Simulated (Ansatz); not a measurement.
Which method gave which barrier?

Saddle point of Si₃H₁₀, closed shell (Si₃H₈ ([SiH3][SiH2][SiH3]) + H₂ → Si₂H₆ ([SiH3][SiH3]) + SiH₄; bonds formed: Si1–H7, Si2–H6; bonds broken: Si1–Si2, H6–H7), PBE0-D4/def2-TZVP structure:

Si1  (-0.383, -1.032, 0.353)
Si2  (0.386, 1.266, 1.320)
H3  (-0.463, -2.466, 0.777)
H4  (-1.614, -0.476, 1.071)
Si5  (-0.362, -0.310, -1.861)
H6  (1.060, -0.381, 0.716)
H7  (1.294, -1.317, 0.105)
H8  (1.705, 1.949, 1.167)
H9  (0.037, 1.168, 2.760)
H10  (-0.661, 2.036, 0.599)
H11  (0.876, 0.497, -2.033)
H12  (-1.549, 0.530, -2.174)
H13  (-0.327, -1.462, -2.800)
(Å)

Program: Ansatz 0.2.0. Basis: def2-TZVPP, with def2-QZVPP for the basis limit. Cores are frozen in the correlated methods. B3LYP uses VWN-RPA correlation. Extrapolation: Hartree–Fock as exp(−7.88 √X), correlation as X^−2.97. Four methods, as single points on the PBE0-D4 structures, gave these electronic barriers from the start structure: 280.4, 291.5, 310.9, 364.7 kJ/mol.

Task: The methods were, in alphabetical order, B3LYP-D4, BHLYP-D4, BLYP-D4, HF. Which gave which? (A judgement: the text doesn't fix the answer.)

Result: The calculation gives: BLYP-D4 280.4; B3LYP-D4 291.5; BHLYP-D4 310.9; HF 364.7 kJ/mol. For comparison, CCSD(T) at an estimated basis limit (MP2 extrapolated from triple and quadruple zeta, plus CCSD(T) − MP2 in triple zeta) gives 298.8 kJ/mol.

The T1 diagnostic stays at or below 0.015.

Labels in which every atom is bracketed show which atoms are joined, not bond orders.

For scale, one of the runs: CCSD(T)/def2-TZVPP, 266 basis functions, launched by `ansatz run in.yaml --threads 4 --pin off --events-out ev --progress --plain --max-ram 9574MiB`. Time: 95 s of wall clock on 4 CPU threads of an Arm Neoverse V1; the host was shared. Peak host memory: 5.8 GiB.
